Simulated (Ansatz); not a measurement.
A made-up structure of BSiH3, singlet:

```xyz
5
angstrom
B 0.3605 -0.7062 0.5022
Si -0.1660 0.3778 -0.3611
H 0.7803 -1.4564 0.9214
H -1.5597 0.1142 -0.8556
H 0.5850 1.6707 -0.2068
```

It is relaxed with PBE-D4/def2-SVP and then PBE0-D4/def2-TZVP (Ansatz 0.2.0). Atoms count as bonded within 1.22 times the sum of their covalent radii (H–H: 0.88 Å). The end point is not checked to be a true minimum.

Problem. Does its bonding change? (A judgement: the text doesn't fix the answer.)

Solution. Computed: No: no bond forms or breaks.

Where it ends: The first stage lowers the energy by 3.86 eV in 8 steps. It ends as BSiH₃ ([BH][SiH2]):
```
5
angstrom
B 0.4494 -0.8734 0.6118
Si -0.2152 0.4737 -0.4268
H 0.9613 -1.7970 1.1384
H -1.5900 0.3778 -0.9617
H 0.3945 1.8189 -0.3618
```

Labels in which every atom is bracketed show which atoms are joined, not bond orders.

For scale, one of the runs: PBE0-D4/def2-TZVP relaxation, 86 basis functions, launched by `ansatz run in.yaml --threads 2 --pin off --events-out ev --progress --plain --max-ram 4352MiB`. The run took about 7 s on 2 CPU threads of an Arm Neoverse V2 (shared host).
